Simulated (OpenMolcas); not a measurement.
# SiH4O (Si(OH)H3): levels of theory compared

Aim: a comparison of 6 runs (UHF/STO-3G, M06-2X/STO-3G, PBE/STO-3G, PBE0/STO-3G, SVWN5/STO-3G, CISD/STO-3G) of SiH4O (Si(OH)H3). 

The results are computed with OpenMolcas 26.06.

4 further runs of the same task are left out: 1 for a known fault of the program, 3 set aside as unsound or not needed.

### Step 1. The system as given

SiH4O: 6 atoms, total charge 0, spin state singlet. SMILES: `[H][Si]([H])([H])O`. The O2–H3 distance was set to 1.191 Å, away from the relaxed value.

Bond lengths: Si1–O2 1.625 Å, Si1–H4 1.464 Å, Si1–H5 1.464 Å, Si1–H6 1.453 Å. Angles: O2–Si1–H4 110.3°, O2–Si1–H5 110.3°, O2–Si1–H6 101.4°, H4–Si1–H5 108.8°, H4–Si1–H6 112.9°, H5–Si1–H6 112.9°. A long bond or contact: O2–H3 1.191 Å.

### Step 2. The energy at UHF/STO-3G (run 1)

coord.xyz reads:

```xyz
6

Si    -0.156664    -0.293199    -0.532954
O     -0.156264    -0.270139     1.092086
H      0.327320     0.620940     1.717260
H      1.216426    -0.290999    -1.041894
H     -0.857104     0.880151    -1.058234
H     -0.857324    -1.537899    -0.801474
```

run.input reads:

```
>>> EXPORT MOLCAS_PRINT=2
&GATEWAY
BasLib = $CurrDir
Coord = coord.xyz
Basis = STO-3G
Group = NoSym
&SEWARD
&SCF
UHF
Thresholds = 1e-10 1e-07 1e-07 1e-05
Scramble = 0.25
PrOrbitals = 1 1
```

The basis set STO-3G is read from a file made from the Basis Set Exchange's data (not shown).

The run is started by

```bash
$ export MOLCAS_MEM=1860
$ pymolcas run.input > run.log
```

What it wrote:

```text
--- Start Module: gateway ---
[...]
--- Stop Module: gateway /rc=_RC_ALL_IS_WELL_ ---
--- Start Module: seward ---
[...]
      Basis functions           18
--- Stop Module: seward /rc=_RC_ALL_IS_WELL_ ---
--- Start Module: scf ---
[...]
       Convergence after  17 Iterations
[...]
::    Total SCF energy                               -361.7237073353
[...]
      Total spin, S                                    -0.0000000000
[...]
      Total electronic charge=   26.000000
      Total            charge=   -0.000000
[...]
      Dipole Moment (debye):
      Origin of the operator (angstrom)=   -0.1470   -0.2678    0.0284
                   X=  4.8285E-01               Y=  8.7390E-01               Z= -7.3075E-01           Total=  1.2373E+00
      Quadrupole Moment (debye*angstrom):
[...]
--- Stop Module: scf /rc=_RC_ALL_IS_WELL_ ---
[...]
```

Wall time 1.8 s (1 thread of Arm Neoverse V1, shared host); peak memory 0.37 GiB.

### Step 3. The energy at M06-2X/STO-3G (run 2)

coord.xyz is that of step 2.

run.input reads:

```
* H4OSi Kohn-Sham DFT

&gateway
 baslib = $CurrDir
 coord = coord.xyz
 basis = STO-3G
 group = NoSym

&seward
 gridinput
 Grid=UltraFine
 End of Grid

&scf
 ksdft = M062X
 thresholds = 1e-10 1e-07 1e-07 1e-05
 prorbitals = 1 1
```

The basis set STO-3G is read from a file made from the Basis Set Exchange's data (not shown).

The run is started by

```bash
$ export MOLCAS_MEM=1860
$ pymolcas run.input > run.log
```

What it wrote:

```text
--- Start Module: gateway ---
[...]
--- Stop Module: gateway /rc=_RC_ALL_IS_WELL_ ---
--- Start Module: seward ---
[...]
      Basis functions           18
--- Stop Module: seward /rc=_RC_ALL_IS_WELL_ ---
--- Start Module: scf ---
[...]
       Convergence after  11 Iterations
[...]
::    Total KS-DFT energy                            -362.6655199797
[...]
      Total spin, S                                     0.0000000000
[...]
      Total electronic charge=   26.000000
      Total            charge=   -0.000000
[...]
      Dipole Moment (debye):
      Origin of the operator (angstrom)=   -0.1470   -0.2678    0.0284
                   X=  4.8434E-01               Y=  8.8321E-01               Z= -3.5527E-01           Total=  1.0681E+00
      Quadrupole Moment (debye*angstrom):
[...]
--- Stop Module: scf /rc=_RC_ALL_IS_WELL_ ---
[...]
```

It took 5.7 s on 1 thread of Arm Neoverse V1, shared host; peak memory 0.37 GiB.

Runs 3 to 5 aren't shown in full; the table further down has their settings and results.

### Step 4. A single-point energy at CISD/STO-3G (run 6)

coord.xyz is that of step 3.

run.inp reads:

```
&gateway
 baslib
 $CurrDir
 coord
 coord.xyz
 basis
 STO-3G
 group
 NoSym

&seward

&scf
 thresholds
 1e-10 1e-07 1e-07 1e-05
 prorbitals
 1 1

&motra
 frozen
 6

&guga
 electrons
 14
 spin
 1
 inactive
 7
 active
 0
 ciall
 1

&cpf
 sdci
```

The basis set STO-3G is read from a file made from the Basis Set Exchange's data (not shown).

The run is started by

```bash
$ export MOLCAS_MEM=1860
$ pymolcas run.inp > run.log
```

What it wrote:

```text
--- Start Module: gateway ---
[...]
--- Stop Module: gateway /rc=_RC_ALL_IS_WELL_ ---
[...]
      Basis functions           18
[...]
       Convergence after  11 Iterations
[...]
::    Total SCF energy                               -361.7237073353
[...]
      Total spin, S                                     0.0000000000
[...]
      *** WARNING: Default frozen orbitals is overwritten by user input.
      *** Default values:   3
[...]
--- Start Module: guga ---
[...]
--- Stop Module: guga /rc=_RC_ALL_IS_WELL_ ---
--- Start Module: cpf ---
[...]
      Active orbitals                            0       0
[...]
      Spin quantum number                      0.0
[...]
     FINAL CI ENERGY          -361.83539026
     FINAL CORRELATION ENERGY   -0.11168293  REFERENCE ENERGY    -361.72370734
[...]
     REL. CI ENERGY           -361.83539026
[...]
      Total electronic charge=   26.000000
      Total            charge=   -0.000000
[...]
      Dipole Moment (debye):
      Origin of the operator (angstrom)=   -0.1470   -0.2678    0.0284
                   X=  4.1802E-01               Y=  7.5926E-01               Z= -5.5133E-01           Total=  1.0272E+00
      Quadrupole Moment (debye*angstrom):
[...]
--- Stop Module: cpf /rc=_RC_ALL_IS_WELL_ ---
[...]
```

Run time: 1.8 s. Hardware: 1 thread of Arm Neoverse V1, shared host; peak memory 0.37 GiB.

### Step 5. All runs side by side

```csv
run,level,scramble,integration grid,energy (Eh),dipole moment (D) of the reference,HOMO energy (eV),LUMO energy (eV),wall time
1,UHF/STO-3G,0.25,–,-361.723707,1.24,-9.06,11.30,1.8 s
2,M06-2X/STO-3G,–,UltraFine,-362.665520,1.07,-5.92,6.92,5.7 s
3,PBE/STO-3G,–,UltraFine,-362.412565,0.95,-2.04,3.87,5.4 s
4,PBE0/STO-3G,–,UltraFine,-362.469398,1.04,-3.98,5.52,4.5 s
5,SVWN5/STO-3G,–,UltraFine,-360.879832,1.03,-1.83,4.04,4.8 s
6,CISD/STO-3G,–,–,-361.835390,1.24,-9.06,11.30,1.8 s
```

### Step 6. What came out

| quantity | value |
| --- | --- |
| run 6: total energy | -361.83539 Eh |
| run 6: dipole moment (mean-field density) | 1.24 D |
| run 6: HOMO energy (Hartree–Fock orbitals) | -9.06 eV |
| run 6: LUMO energy (Hartree–Fock orbitals) | 11.30 eV |
| run 6: HOMO–LUMO gap (Hartree–Fock orbitals) | 20.35 eV |
| run 6: correlation energy (6 core orbitals frozen) | -111.7 mEh |

**Reading.** Over runs 1, 2, 3, 4, 5 the dipole moment (its size) runs from 0.95 D (PBE/STO-3G) to 1.24 D (UHF/STO-3G). Over runs 1, 2, 3, 4, 5 the HOMO–LUMO gap runs from 5.87 eV (SVWN5/STO-3G) to 20.35 eV (UHF/STO-3G). Totals of different functionals can't be ranked against each other. In runs 1, 2, 3, 4, 5, 6 the basis is minimal, so the values are rough. All runs together took 24 s, the longest 5.7 s.
